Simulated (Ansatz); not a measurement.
## [CH₃···H···GeH₃], doublet in cc-pVDZ: errors against UCCSDT(Q)

Geometry: a point of a hydrogen-transfer path between rigid fragments, not a stationary point.

```
atom    x (Å)    y (Å)    z (Å)
   C  -2.7574   0.0000   0.0000
   H  -3.1206   1.0273   0.0000
   H  -3.1206  -0.5137   0.8897
   H  -3.1206  -0.5137  -0.8897
   H  -1.5674   0.0000   0.0000
  Ge   0.5646   0.0000   0.0000
   H   1.0332  -1.4659   0.0000
   H   1.0332   0.7330  -1.2695
   H   1.0332   0.7330   1.2695
```

Basis cc-pVDZ; Ansatz 0.2.0. Only valence electrons are correlated (noble-gas cores and the filled d shells of p-block atoms frozen), which leaves 15 electrons in 61 orbitals. Prefix R: restricted or restricted open-shell reference; prefix U: unrestricted. Active spaces: pair = (3e, 3o) about the gap; frontier = (9e, 9o) about the gap. No spin–orbit coupling is included, and no scalar relativity.

Full CI isn't at hand for all of this; UCCSDT(Q) serves as the reference, and is uncertain by about the last step of the cluster series. The frozen core follows each run's orbitals, which can shift R against U totals by a few meV for light atoms and by up to 0.1 eV past Ca.

```
UHF ⟨S²⟩                          : 0.760
T1 diagnostic (RCCSD)             : 0.0133
largest doubles amplitude (RCCSD) : 0.034
T1 diagnostic (UCCSD)             : 0.0098
```

```
   level  E − E(UCCSDT(Q)) (mEh)  share of correlation (%)  wall time
     UHF                  316.59                      0.89          –
    UMP2                   56.90                     82.19          –
   UCCSD                    7.98                     97.50          –
UCCSD(T)                    1.30                     99.59       16 s
  UCCSDT                    0.26                     99.92          –
```

The correlation energy at UCCSDT(Q), counted from RHF, is -8.692 eV. That run took 11 s on 2 threads of AMD EPYC 7R13 with a shared H100 80 GB, shared host.

Run but not shown, since their state or frozen core can't be matched to the reference's or they repeat it: RHF, RMP2, CISD, RCCSD, RCCSD(T), BCCD(T), RCCSDT, RCCSDT(Q), CASSCF (pair space), NEVPT2 (pair space), MRCISD (pair space), MRCISD+Q (pair space), CASSCF (frontier space), MRCISD (frontier space), MRCISD+Q (frontier space).

Times hold each run's SCF and search for its determinant on a shared host, so for small cases they say little of a method's own cost; they ran on 1 thread of AMD EPYC 7R13.
